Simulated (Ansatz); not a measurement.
Isolated molecules relaxed with PBE0-D4/def2-TZVP in Ansatz; ΔE leaves out vibrations. CCSD(T)/CBS adds triple-zeta CCSD(T) − MP2 to the extrapolated MP2 energy (def2 sets, frozen cores). This one scheme is used for every species. Functionals use def2-TZVPP. HSE06 is defined as in plane-wave codes. Each species was taken in one conformer, which may not be the lowest.

`CNC(C)N` + H₂ → `CNCN` + CH₄  (hydrogenolysis of a C–C bond)

`CNC(C)N`:

Z-matrix (Å, degrees):
```
C
N 1 1.448
H 1 1.092 2 109.6
H 1 1.090 2 109.0 3 -118.5
H 1 1.103 2 113.6 3 121.4
C 2 1.445 1 114.2 3 179.2
H 2 1.011 1 110.5 3 -56.8
N 6 1.452 2 107.6 1 -69.2
C 6 1.521 2 109.0 1 166.1
H 6 1.107 2 111.5 1 46.3
H 8 1.012 6 110.7 2 174.6
H 8 1.014 6 109.4 2 -66.2
H 9 1.095 6 111.7 2 -62.3
H 9 1.094 6 109.9 2 57.9
H 9 1.092 6 110.5 2 177.7
```

H₂:

Cartesian coordinates in Å:
```
H 0.273 -0.254 -0.011
H -0.273 0.254 0.011
```

`CNCN`:

Cartesian coordinates in Å:
```
C 0.977 0.883 -0.590
N 0.788 -0.411 0.027
C -0.597 -0.850 0.064
N -1.410 -0.192 1.054
H 0.516 1.661 0.025
H 2.042 1.114 -0.650
H 0.547 0.961 -1.603
H 1.350 -1.107 -0.446
H -1.101 -0.716 -0.908
H -0.588 -1.923 0.279
H -1.592 0.770 0.802
H -0.932 -0.191 1.947
```

CH₄:

Cartesian coordinates in Å:
```
C 0.000 0.000 0.000
H 0.223 -0.190 1.049
H -0.904 0.604 -0.076
H -0.151 -0.947 -0.517
H 0.833 0.534 -0.457
```

CCSD(T)/CBS gives -53.3 kJ/mol.

(1) Another level gave -59.0 kJ/mol. Which?
A. RPA@PBE/def2-TZVPP
B. r2SCANh/def2-TZVPP
C. HSE06/def2-TZVPP
D. BLYP/def2-TZVPP

Largest T1 diagnostic among the species: 0.009.

Answers

(1) B. r2SCANh -59.0, HSE06 -63.5, RPA@PBE/def2-TZVPP -53.2, BLYP -71.5 kJ/mol.

The D4 term adds +9.8 kJ/mol with B3LYP and +5.4 kJ/mol with PBE0; it sums over pairs of atoms, weighted by their polarisabilities, and B3LYP, whose exchange is more repulsive, gets the larger term. Leaving LDA and LC-ωPBE aside and taking each functional with its dispersion term where it has one, the values, not all of them listed here, spread over 12.9 kJ/mol, from B2PLYP to revPBE-D4. LDA lies +14.1 kJ/mol from PBE without D4. In def2-TZVPP, CCSD(T) changes the Hartree–Fock value by +21.8 kJ/mol (the triples alone add +4.3 kJ/mol) and MP2 by +25.8 kJ/mol.

B3LYP here is the variant with VWN-RPA as its local correlation; programs differ in this.
